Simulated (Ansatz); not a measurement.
Two shapes of singlet C4H10.

Shape 1:

```xyz
14

H    -0.0246    0.0019    1.5173
C     0.0495   -0.0043    0.3730
C     1.4334   -0.0456   -0.0959
C    -0.7329    1.2981   -0.0639
C    -0.7744   -1.2739   -0.0900
H     1.4840   -0.0154   -1.1608
H     1.9550    0.8685    0.2430
H     1.9696   -0.9209    0.2366
H    -0.7231    1.3141   -1.1602
H    -1.7539    1.3291    0.2628
H    -0.2500    2.1781    0.3112
H    -0.7605   -1.3033   -1.1470
H    -0.2630   -2.1643    0.2348
H    -1.7976   -1.3138    0.2460
```

Shape 2:

```xyz
14

H    -0.0397    0.0205    1.5053
C     0.0361   -0.0212    0.3888
C     1.4587   -0.0408   -0.0887
C    -0.7500    1.3153   -0.0527
C    -0.7825   -1.2805   -0.1146
H     1.5014   -0.0203   -1.1412
H     1.9630    0.8451    0.2329
H     1.9902   -0.9205    0.2195
H    -0.7175    1.2925   -1.1457
H    -1.7792    1.3217    0.2583
H    -0.2452    2.2012    0.3238
H    -0.7365   -1.3136   -1.1526
H    -0.2450   -2.1526    0.2189
H    -1.8002   -1.3396    0.2527
```

Basis set: 6-31G (spherical functions). Correlated methods keep 4 orbitals frozen. Charge 0, multiplicity 1.

Computed with Ansatz (development build ahead of 0.2.0); each method stands on the lowest determinant of its kind that the runs found.

(1) Which shape is lower in energy, and by how much in each method?

Answers

(1)

| method | E(2) − E(1) (eV) |
| --- | --- |
| RHF | 0.026 |
| RHF-MP2 | 0.033 |

Shape 1 is lower.
